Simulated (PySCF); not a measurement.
# Cl: ionisation energy

Cl [Ne] 3s2 3p5 (2P) → Cl⁺ [Ne] 3s2 3p4 (3P), as a difference of total energies. Calculation: PySCF 2.14, in aug-cc-pV(D+d)Z (5s4p3d, 32 functions); the non-relativistic Hamiltonian (point nucleus). Correlated levels: valence: [Ne] frozen. The calculations carry no spin-orbit coupling.

```tsv
method	ionisation energy (eV)	error (eV)
UHF	11.827	-1.147
LDA	13.224	+0.250
PBE	13.002	+0.028
PBE0	12.994	+0.020
r2SCAN	13.055	+0.081
PW91	13.056	+0.082
MN15	13.078	+0.104
BHandHLYP	12.917	-0.057
r2SCAN0	13.018	+0.044
ROHF	11.845	-1.129
MP2 (valence)	12.612	-0.362
SCS-MP2 (valence)	12.587	-0.387
```

Reference: 12.974 eV (measured; NIST levels, between the centres of gravity of the two terms).

Errors of the correlated levels include the incompleteness of this basis and the frozen core.
